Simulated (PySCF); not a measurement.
NMR data simulated for an unnamed compound:

$^{1}$H NMR (300 MHz, computed): δ 6.77 (m, 1H), 5.38 (m, 2H).

$^{13}$C{$^{1}$H} NMR (computed): δ 152.8 (C, ddd, J = 319.0, 14.9, 8.1 Hz), 142.8 (CH, ddd, J = 326.5, 10.7, 8.5 Hz), 81.0 (CH2, ddd, J = 230.5, 36.4, 1.8 Hz).

Theoretical values (PySCF 2.14): NMR shieldings at PBE0/pcSseg-1/GIAO, spin–spin couplings from B3LYP/pcJ-1, structure optimised with GFN2-xTB. Non-relativistic Hamiltonian, equivalent nuclei averaged, no solvent model, one conformer.

Chemical shifts δ = σref − σ; $^{1}$H (31.72 ppm) and $^{13}$C (186.93 ppm) vs TMS, all at this level.

Question: Which of these does the molecule contain: an N-methyl group, an aldehyde, a tert-butyl group, a non-aromatic C=C double bond?

Answer: 
- An N-methyl group: no.
- An aldehyde: no.
- A tert-butyl group: no.
- A non-aromatic C=C double bond: yes.

The data belong to SMILES C(/C(=C/F)F)F, C$_{3}$H$_{3}$F$_{3}$; they needn't prove each group on their own.

Carbon signals by region: 2 in the sp2 and nitrile region (100–160 ppm), 1 at 50–100 ppm.

Common functionals overestimate the size of one-bond C–F couplings by tens of Hz; these are unscaled. Multiplet labels drop couplings under 1 Hz and merge nearly equal ones. Shifts are as computed. Against solution values, carbons near 30 ppm lie about +3 ppm off and those near 130 ppm about +5 ppm. Of 1211 compounds with measured shifts, 218 miss one by over three times the rms of a fit or turn the order of signals round; such compounds aren't used in these exercises. 3J across rotatable bonds or in flexible rings reflects this conformer alone.
